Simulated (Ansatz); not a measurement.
**How far a parabola holds: energy against volume of zinc-blende CuI**

Zinc-blende CuI, treated with PBE in Ansatz (plane waves, PAW). Run with plane-wave cutoff 520 eV, 10×10×10 k mesh, Fermi–Dirac smearing 0.01 eV, no spin polarisation, scalar-relativistic PAW data made under PBE. The cell has no free parameter but its volume, all volumes share cutoff and mesh, and the runs aren't spin-polarised. Energies are free energies at the run's smearing, counted from the lowest row; static lattice.

```csv
V (Å³/atom),E (meV/atom)
26.397,?
26.959,5.91
27.520,1.41
28.082,0.00
28.643,1.33
29.205,5.07
```

Fit E against V with a parabola, and predict the withheld value at V = 26.397.

With u = V - 28.1, the rows have u = -1.1410, -0.5800, -0.0180, 0.5430, 1.1050. Least squares gives E = -0.006 - 0.1558·u + 4.3543·u². Residuals (row less fit): 0.069, -0.139, 0.002, 0.137, -0.069; standard error 0.154 (degrees of freedom: 2). The fitted curve has its minimum at V = 28.1, where E = -0.01. Its curvature is d²E/dV² = 2 × 4.3543 meV/Å⁶, so B = V0·d²E/dV² × 0.1602 = 39.2 GPa. At the withheld row, u = -1.7030, so E = -0.006 - 0.1558 × (-1.7030) + 4.3543 × (-1.7030)² = 12.888 meV/atom. The calculation gives 13.93 meV/atom, 1.042 meV/atom above the prediction (7.5 % of the range of E in the table). The row lies outside the fitted rows, so this is an extrapolation. From the scatter of the fitted rows alone, a prediction at this place has a standard error of 0.365 meV/atom, so the miss is 2.9 times that.

The residuals are curvature that a parabola lacks, not noise. A solid that stiffens under compression and softens on expansion lies above the parabola at the compressed end and under it at the expanded end, as this row does. A third-order Birch-Murnaghan fit to the whole scan has B0 = 39.0 GPa. Only scans are tabulated whose curvature falls smoothly with volume, and where the parabola meets the shown rows within 5 % of their range and misses the end by 0.1 meV or more.

Measured, for comparison: bulk modulus 36.6 GPa (temperature not stated, no zero-point or thermal correction; as tabulated in Gopakumar et al. (2017), arXiv:1612.07068). Computed less measured: bulk modulus +7 %.

Spin–orbit coupling is not included.

Ansatz is a first-principles code.
